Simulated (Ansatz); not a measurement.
**CHSi (doublet): from Hartree-Fock to the top rungs, cc-pVDZ**

How much of the correlation energy of CHSi (doublet) does each wave-function method recover here?

Computed with Ansatz 0.2.0, Gaussian basis. Level: cc-pVDZ, core rule «outside noble gas», up to 6 orbitals frozen.

Plan: UHF; CCSD(T) on ROHF; CCSD(T) on UHF; BCCD(T) on ROHF; CISD; CCSDT(Q) on ROHF; CCSDT(Q) on UHF; CCSDTQ on ROHF; CCSDTQ on UHF; CASSCF and MRCISD+Q, 9 electrons in 9 orbitals; CASSCF and NEVPT2, 9 electrons in 9 orbitals.

3 further runs of the same task are left out: 3 set aside as unsound or not needed.

## (1) The geometry

The geometry is a PBE0/def2-TZVP stationary point (not a proven minimum) of the parent state, kept for this charge and spin.

3 atoms, charge 0, spin multiplicity 2.

Atoms are counted from 1 here; the program's logs count them from 0.

Bond lengths: Si1–C2 1.840 Å, Si1–H3 1.533 Å. Angles: C2–Si1–H3 97.9°.

## (2) UHF

The input, in.yaml:

```yaml
crystal:
  periodic: [false, false, false]
  atoms:
    - {symbol: Si, position_ang: [0.000000, -0.083231, 0.527232]}
    - {symbol: C, position_ang: [0.000000, 0.076222, -1.305753]}
    - {symbol: H, position_ang: [0.000000, 1.410897, 0.868536]}
basis:
  gaussian: {orbitals: cc-pVDZ}
magnetization: {spin_polarized: true, initial_magnetization: 1}
hamiltonian: {xc: hf}
output: {orbitals: {seedname: orbitals}}
```

Launch:

```
$ ansatz run in.yaml --threads 1 --pin off --events-out ev --progress --plain --max-ram 4096MiB --backend cpu
```

Further steps of the session: CCSD(T) on ROHF; CCSD(T) on UHF; BCCD(T) on ROHF; CISD; CCSDT(Q) on ROHF; CCSDT(Q) on UHF; CCSDTQ on ROHF; CCSDTQ on UHF; CASSCF and MRCISD+Q, 9 electrons in 9 orbitals; CASSCF and NEVPT2, 9 electrons in 9 orbitals.

Before running them: what should the planned runs give, taken together? Wanted: RCCSDTQ below the RHF energy; RMP2 from RCCSDTQ; UMP2 from RCCSDTQ; RCCSD from RCCSDTQ; RCCSD(T) from RCCSDTQ; UCCSD(T) from RCCSDTQ; RCCSDT(Q) from RCCSDTQ; UCCSDT(Q) from RCCSDTQ; NEVPT2 valence from RCCSDTQ.

The runs gave:

| quantity | value |
| --- | --- |
| RCCSDTQ below the RHF energy | -6.3392 eV |
| RMP2 from RCCSDTQ | +1891.6 meV |
| UMP2 from RCCSDTQ | +2265.0 meV |
| RCCSD from RCCSDTQ | +560.1 meV |
| RCCSD(T) from RCCSDTQ | +108.1 meV |
| UCCSD(T) from RCCSDTQ | +122.2 meV |
| RCCSDT(Q) from RCCSDTQ | -14.1 meV |
| UCCSDT(Q) from RCCSDTQ | -46.3 meV |
| NEVPT2 valence from RCCSDTQ | +818.3 meV |
| MRCISD+Q valence from RCCSDTQ | +25.8 meV |
| levels within 1 kcal/mol (43 meV) | UCCSDT, RCCSDT(Q), UCCSDTQ, MRCISD+Q valence |
| T1 diagnostic | 0.099 |
| effectively unpaired electrons | 1.42 |

What this shows: RCCSD(T) misses by +108.1 meV, 1.7 % of the correlation energy. The occupations show some static correlation. Of the multireference levels listed MRCISD+Q valence comes nearest in total energy (+25.8 meV), which doesn't show that its space is the better one. Coupled cluster took another determinant than the lowest Hartree-Fock one. These misses are within one basis, not against nature; the frozen cores of restricted and unrestricted runs differ, which can shift their rows.
